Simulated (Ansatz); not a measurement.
# HS₂− (SMILES [S-]S): functionals against CCSD(T) at one geometry

An exercise on one series of results from a longer session: the logs are not shown, and one member is left open.

Method: single points in def2-TZVPPD; program: Ansatz 0.2.0, Gaussian basis.

Cores are frozen in the correlated methods.

### The system as given

3 atoms, charge -1, spin multiplicity 1.

Atoms are counted from 1 here; the program's logs count them from 0.

Bond lengths: S1–S2 2.023 Å, S2–H3 1.378 Å. Angles: S1–S2–H3 106.4°.

As a file:

```csv
atom,x (Å),y (Å),z (Å)
S1,1.06767,0.81420,0.67617
S2,-0.00092,-0.72898,-0.07924
H3,-1.13210,-0.17926,-0.64310
```

Set-up of the first run:

run/in.yaml reads:

```yaml
crystal:
  periodic: [false, false, false]
  atoms:
    - {symbol: S, position_ang: [1.067669, 0.814198, 0.676171]}
    - {symbol: S, position_ang: [-0.000918, -0.728975, -0.079242]}
    - {symbol: H, position_ang: [-1.132101, -0.179259, -0.643101]}
basis:
  gaussian: {orbitals: "def2-TZVPPD.json"}
total_charge: -1
hamiltonian: {xc: pbe, dispersion: d4}
output: {forces: true}
```

The basis file named in the input lies beside it (Basis Set Exchange, JSON).

Launch:

```console
> ansatz run in.yaml --threads 2 --pin off --events-out ev --progress --plain --max-ram 3481MiB
```

Steps of the session up to this table: PBE-D4/def2-TZVPPD; r2SCAN-D4/def2-TZVPPD; PBE0-D4/def2-TZVPPD; wB97M-V/def2-TZVPPD; CCSD(T)/def2-TZVPPD.

One of the session's tables, all rows but one given; the rest of the session is left out.

```
   method  RMS force component (eV/Å)  angle to CCSD(T) forces (°)
   PBE-D4                       0.502                         17.9
r2SCAN-D4                       0.468                          2.4
  PBE0-D4                       0.452                          6.4
  wB97M-V                           ?                            ?
  CCSD(T)                       0.694                    reference
```

**Question.** Estimate the row for wB97M-V.

The run gave: RMS force component (eV/Å): 0.591; angle to CCSD(T) forces (°): 6.1. In the column «RMS force component (eV/Å)» it lies between PBE-D4 (0.502) and CCSD(T) (0.694).

Caveats from the session: The anion's highest level is positive in at least one run, so there the basis alone may hold the extra electron.
